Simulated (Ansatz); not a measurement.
The input, for Ansatz 0.2.0:

```yaml
crystal:
  periodic: [false, false, false]
  atoms:
    - {symbol: Al, position_ang: [0.000000, -0.192571, 0.000000]}
    - {symbol: H, position_ang: [0.000000, 2.577465, -2.929325]}
    - {symbol: H, position_ang: [0.000000, 2.577467, 2.929323]}
basis:
  gaussian: {orbitals: "6-31++G**"}
total_charge: -1
correlation: {method: fci, electrons: outside_noble_gas}
```

```sh
$ ansatz run in.yaml --threads 1 --pin off --events-out ev --progress --plain --max-ram 2393MiB
```

Output:

```
507 factors; integrals over basis functions are off by at most 1.4e-7 eV
mean field evaluation 1: about -6605.8966 eV, gradient 1.2e1 eV
mean field evaluation 2: about -6605.8971 eV, gradient 1.2e1 eV
mean field evaluation 4: about -6607.5021 eV, gradient 5.8e-1 eV
mean field evaluation 8: about -6607.5035 eV, gradient 4.4e-4 eV
mean field -6607.50350515 eV, -242.8212750876 hartree, gradient 8.1e-6 eV, S^2 0.000000; 0 other end points of the search recorded, 0 dependent functions left out; unrestricted orbitals would lower it
mean field evaluation 16: about -6608.5109 eV, gradient 1.6e-1 eV
unrestricted determinant -6608.51588619 eV, -242.8584794047 hartree, S^2 1.3983
5 core orbitals not correlated: weight in the atoms' cores, before any rotation towards them, 1.000 or more for the frozen orbitals, at most 0.000 for the correlated occupied ones
reference -6607.50350515 eV, -242.8212750876 hartree; 3, 3 occupied and 27, 27 virtual orbitals, 507 factors
state -6610.91087373 eV, -242.9464935732 hartree
Total energy: -6610.91087373 eV, -242.9464935732 hartree
```

Natural occupations: 1.8999 1.7190 1.7067 0.2824 0.2578 0.0438 0.0299 0.0272 0.0082 0.0050 0.0045 0.0029 0.0028 0.0026 0.0024 0.0021 0.0004 0.0004 0.0003 0.0002 0.0002 0.0002 0.0002 0.0002.

Ran on 1 thread of Arm Neoverse V1, shared host: 43 s wall, 0.48 GiB peak host memory.
